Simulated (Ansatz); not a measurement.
# BSiPH (quartet): from Hartree-Fock to the top rungs, cc-pVTZ

An exercise on one series of results from a longer session: the logs are not shown, and one member is left open.

The runs use Ansatz 0.2.0, Gaussian basis; cc-pVTZ, core rule «outside noble gas», up to 11 orbitals frozen.

To be run: UHF; CCSD(T) on ROHF; CCSD(T) on UHF; BCCD(T) on ROHF; CCSDT(Q) on ROHF; CCSDT(Q) on UHF.

4 further runs of the same task are left out: 1 for a known fault of the program, 3 set aside as unsound or not needed.

## The system

The geometry is a PBE0/def2-TZVP stationary point (not a proven minimum).

4 atoms, charge 0, spin multiplicity 4.

Atoms are counted from 1 here; the program's logs count them from 0.

Bond lengths: B1–Si2 1.805 Å, B1–H4 1.177 Å, Si2–P3 2.101 Å. Angles: Si2–B1–H4 180.0°, B1–Si2–P3 180.0°.

The first run:

Input file in.yaml:

```yaml
crystal:
  periodic: [false, false, false]
  atoms:
    - {symbol: B, position_ang: [0.000000, 0.000000, 1.133575]}
    - {symbol: Si, position_ang: [0.000000, 0.000000, -0.671725]}
    - {symbol: P, position_ang: [0.000000, 0.000000, -2.772825]}
    - {symbol: H, position_ang: [0.000000, 0.000000, 2.310975]}
basis:
  gaussian: {orbitals: cc-pVTZ}
magnetization: {spin_polarized: true, initial_magnetization: 3}
hamiltonian: {xc: hf}
output: {orbitals: {seedname: orbitals}}
```

Command:

```sh
> ansatz run in.yaml --threads 1 --pin off --events-out ev --progress --plain --max-ram 4096MiB --backend cpu
```

Steps of the session up to this table: UHF; CCSD(T) on ROHF; CCSD(T) on UHF; BCCD(T) on ROHF; CCSDT(Q) on ROHF; CCSDT(Q) on UHF.

One of the session's tables, all rows but one given; the rest of the session is left out.

```
   method  from RCCSDT(Q) (meV)
     ROHF               +9785.3
      UHF               +9421.5
     RMP2               +1730.1
     UMP2               +1826.9
    RCCSD                +660.7
    UCCSD                +635.3
 RCCSD(T)                +108.3
 UCCSD(T)                +112.7
  BCCD(T)                +108.5
   RCCSDT                 +45.2
   UCCSDT                 +40.9
RCCSDT(Q)                     0
UCCSDT(Q)                     ?
```

Q: Estimate the row for UCCSDT(Q) from the others.

The run gave: from RCCSDT(Q) (meV): -4.8. In the column «from RCCSDT(Q) (meV)» it is the lowest.

With the free atoms at the same levels and basis (separate runs), the atomisation energy is 8.645 eV at RCCSDT(Q), 8.594 eV at RCCSD(T), 8.586 eV at UCCSD(T), 5.878 eV at ROHF.

Caveats from the session: Warnings: spin contamination; large T1 diagnostic. Restricted and unrestricted rows rest on different reference determinants; where their highest levels disagree by more than a few hundredths of an eV, they describe different states and don't form one ladder.
